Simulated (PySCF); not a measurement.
Gas-phase reaction: 4 C3H6 (cyclic) → 3 C4H8 (cyclic)

Computed with PySCF and rigid-rotor harmonic-oscillator thermochemistry at 1 bar. Table values come from the NASA 1993 polynomials. † marks an energy on the PBE0/def2-TZVP geometry and frequencies; other levels use their own. MP2 and CCSD(T) freeze the core. 6-31G* has spherical d functions here. All species are closed-shell singlets. B3LYP is the form with VWN-RPA correlation. MP2 isn't extrapolated to the basis-set limit; its ΔH°(298 K) is -135.8 kJ in def2-SVP and -131.2 kJ in def2-TZVPP. CCSD(T) isn't extrapolated to the basis-set limit. The harmonic model lacks anharmonicity and excited electronic states, which grow with temperature; levels with a mode under 35 cm⁻¹ are left out. The table's entry may be an old estimate for C4H8 (cyclic) (not checked at source).

```csv
level,"ΔH°(298 K), kJ",minus table,"ΔG°(2500 K), kJ"
table,-128.0,-,272.7
B3LYP/def2-TZVP†,-101.5,26.5,286.4
BLYP/def2-TZVP†,-89.9,38.1,298.1
CCSD(T)/def2-SVP†,-145.3,-17.3,242.6
HF/6-31G*,-133.6,-5.6,253.0
M06-2X/def2-TZVP†,-84.5,43.5,303.4
MP2/def2-SVP†,-135.8,-7.8,252.1
MP2/def2-TZVPP†,-131.2,-3.2,256.8
PBE0/def2-TZVP,-120.2,7.8,267.7
r2SCAN/def2-TZVP†,-109.5,18.5,278.4
LDA/def2-TZVP†,-152.3,-24.3,235.6
ωB97M-V/def2-TZVP†,-131.2,-3.2,256.7
```
